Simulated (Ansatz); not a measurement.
From input file to script: Cl2Si, SMILES Cl[Si]Cl in Ansatz 0.2.0.

```yaml
crystal:
  periodic: [false, false, false]
  atoms:
    - { symbol: Cl, position_ang: [0.21015, 1.75807, 0.30937] }
    - { symbol: Si, position_ang: [-0.62053, -0.00844, -0.34006] }
    - { symbol: Cl, position_ang: [0.41038, -1.74963, 0.03069] }
basis:
  gaussian:
    orbitals: cc-pVDZ
correlation:
  active_space:
    window:
      electrons: 2
      orbitals: 2
```

Interactive session:
```pycon
>>> import ansatz as az
>>> geometry_ang = [
...     ('Cl', (0.21015, 1.75807, 0.30937)),
...     ('Si', (-0.62053, -0.00844, -0.34006)),
...     ('Cl', (0.41038, -1.74963, 0.03069)),
... ]
>>> cl2si = az.Crystal.molecule()
>>> for symbol, xyz in geometry_ang:
...     cl2si = cl2si.atom(symbol, xyz)
...
>>> model = (
...     cl2si.calculation()
...     .basis(gaussian='cc-pVDZ')
...     .correlation(active_electrons=2, active_orbitals=2)
... )
>>> for method in [None]:
...     report = (model if method is None else model.correlation(method)).run(threads=1).report
...     space = report['configurations']
...     state = space['states'][0]
...     print(method or 'casscf', f'total {report["free_energy_ev"] / 27.211386246:.6f} Ha, active-space state {state["energy"]["hartree"]:.6f} Ha, mean field {report["reference_energy_ev"] / 27.211386246:.6f} Ha')
...     print('  determinants', state['n_determinants'], ' natural occupations', [round(n, 3) for n in space['natural_occupations']])
...
casscf total -1208.016423 Ha, active-space state -1208.016423 Ha, mean field -1207.995618 Ha
  determinants 4  natural occupations [1.914, 0.086]
>>> print('effectively unpaired electrons, sum of min(n, 2 - n):', round(sum(min(n, 2 - n) for n in space['natural_occupations']), 3))
effectively unpaired electrons, sum of min(n, 2 - n): 0.172
```

The settings weren't tested for convergence. The geometry is a force-field or estimated start, not a minimum of this method, and the basis set is short of its limit. The active space starts as a window about the frontier orbitals and is then optimised, not chosen by chemistry. Finished in 1.6 s on 1 thread of Arm Neoverse V1, on a shared host, peak memory 0.17 GiB.

(Lines on the test bed's own set-up are left out of the output.)
